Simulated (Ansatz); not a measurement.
This Ansatz (a first-principles code) input (CCSD(T)/pcseg-2) gives -93.26762 Eh with 74 basis functions.

Ansatz 0.2 input:
```yaml
crystal:
  periodic: [false, false, false]
  atoms:
    - {symbol: C, position_ang: [-0.00000000, -0.00000000, -0.49689011]}
    - {symbol: N, position_ang: [0.00000000, 0.00000000, 0.64927938]}
    - {symbol: H, position_ang: [-0.00000000, -0.00000000, -1.56361504]}
basis:
  gaussian:
    orbitals: pcseg-2
magnetization: {spin_polarized: false}
correlation: {method: ccsd_t, electrons: outside_noble_gas}
```

Change:
```diff
- orbitals: pcseg-2
+ orbitals: STO-3G
```

**Question.** What does the run give now?

**Answer.** -91.83633 Eh (CCSD(T)/STO-3G, 11 functions), a change of +1431.29 mEh.
